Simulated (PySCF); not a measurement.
Ligands exchanged one at a time, B Cl-Br. Gas-phase values, no solvent. Strings in code marks are SMILES.

Level of theory: PySCF with PBE0-D4/def2-TZVP. All candidates: neutral, multiplicity 1. Excitations are Tamm–Dancoff values on a coarser integration grid. The basis has no diffuse functions, so Rydberg states are missing or too high.

```
Item                                            Value
-------------------------------------------  --------
HOMO                                         -9.09 eV
brightest of the four lowest singlets (TDA)   7.22 eV
S1 excitation (TDA)                           5.72 eV
```

Problem. Identify which member has these values.
(A) `BrB(Br)Br`
(B) `ClB(Br)Br`
(C) `ClB(Cl)Cl`
(D) `ClB(Cl)Br`

Solution. C, `ClB(Cl)Cl`. The others give `ClB(Cl)Br`: -8.66 eV, 6.42 eV, 5.25 eV; `BrB(Br)Br`: -8.31 eV, 6.03 eV, 4.70 eV; `ClB(Br)Br`: -8.45 eV, 6.12 eV, 4.95 eV
